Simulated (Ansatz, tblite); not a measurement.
Cost and result up the ladder for [B(CN)H3]- (CH3BN⁻) (6 atoms). Total charge -1; singlet. Geometry: r2SCAN-D4/def2-TZVPD.

```
atom   x (Å)   y (Å)   z (Å)
  B1   0.218  -0.468   0.063
  C2  -0.443   0.951  -0.128
  N3  -0.931   1.998  -0.270
  H4  -0.053  -1.168  -0.906
  H5  -0.224  -0.980   1.085
  H6   1.433  -0.333   0.155
```

Ansatz on 4 threads of Arm Neoverse V1 on a shared host; xTB runs through tblite on one thread. Times are rough, summed over both states, and most runs start from the orbitals of an earlier one. PBE0-D4/def2-TZVPD serves as the yardstick here, not as an exact answer. The other state is a doublet.

The xTB rows come from tblite. HOMO above LUMO, or a gap near zero within one spin, warns that the state may not be the lowest or that an electron is smeared out.

Run but left out: HF/def2-TZVPPD, MP2/def2-TZVPPD, CCSD/def2-TZVPPD, CCSD(T)/def2-TZVPPD (flagged by the program: other roots).

Raw xTB energies of ions are shifted by several eV.

```tsv
level	functions	wall time	vertical IE (eV)	difference from PBE0-D4/def2-TZVPD (eV)	remarks
GFN2-xTB	15	0.004 s	8.08	3.01	–
GFN1-xTB	18	0.005 s	9.14	4.07	–
PBE-D4/def2-TZVPD	138	2.8 s	4.81	-0.26	gap within one spin near zero (doublet)
PBE0-D4/def2-TZVPD	138	3.2 s	5.07	0.00	–
r2SCAN-D4/def2-TZVPD	138	5.5 s	4.89	-0.18	–
```
